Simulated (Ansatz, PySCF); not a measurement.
Reaction (SMILES): O=[C]O -> O=[C-]O (an electron is taken up)
Geometries: B3LYP-D3(BJ)/def2-TZVP minima from Ansatz (a program for electronic structure), one conformer each, not searched for the lowest.

Quantity: adiabatic electron affinity (0 K, with B3LYP-D3(BJ) harmonic zero-point energies from PySCF), positive where the reaction releases energy, in eV. Correlated levels leave the core frozen unless marked. Open shells are spin-unrestricted. Spin-orbit coupling is left out. Non-relativistic. FCI takes restricted orbitals. Anions need diffuse functions: aug- sets have them; def2-D sets add few; the other sets have none. CBS(X,Y): correlation extrapolated as X^-3; Hartree-Fock from the larger set. The bracket is a focal-point correction in the basis named.

| level | program | adiabatic electron affinity (eV) |
|---|---|---|
| PBE-D3(BJ)/def2-TZVPD | Ansatz + dftd3 | [?] |
| BLYP-D4/def2-TZVPD | Ansatz + dftd4 | [?] |
| revPBE/def2-TZVPD | Ansatz | 1.38 |
| TPSS-D4/def2-TZVPD | PySCF + dftd4 | 1.38 |
| r2SCANh/def2-TZVPD | Ansatz | [?] |
| PW6B95/def2-TZVPD | PySCF | 1.39 |
| HSE06-D3(BJ)/def2-TZVPD | Ansatz + dftd3 | 1.26 |
| CAM-B3LYP-D3(BJ)/def2-TZVPD | Ansatz + dftd3 | [?] |
| LC-wPBE/def2-TZVPD | Ansatz | 1.31 |
| B2GP-PLYP-D3(BJ)/def2-TZVPD | Ansatz + dftd3 | 1.38 |
| B2GP-PLYP-D4/def2-TZVPD | Ansatz + dftd4 | 1.39 |
| RPA@PBE/cc-pVQZ | Ansatz | 1.55 |
| SCS-MP2/6-31G | Ansatz | 0.48 |
| SCS-MP2/cc-pVDZ | Ansatz | 0.33 |
| FCI/STO-3G | Ansatz | -4.79 |
| RI-MP2/CBS(aug-cc-pVTZ,aug-cc-pVQZ)+[CCSD(T)-MP2]/aug-cc-pVTZ | Ansatz | 1.56 |

Problem. What belongs in the gaps?

Solution. 
- PBE-D3(BJ)/def2-TZVPD, adiabatic electron affinity (eV): 1.42
- BLYP-D4/def2-TZVPD, adiabatic electron affinity (eV): 1.49
- r2SCANh/def2-TZVPD, adiabatic electron affinity (eV): 1.22
- CAM-B3LYP-D3(BJ)/def2-TZVPD, adiabatic electron affinity (eV): 1.47
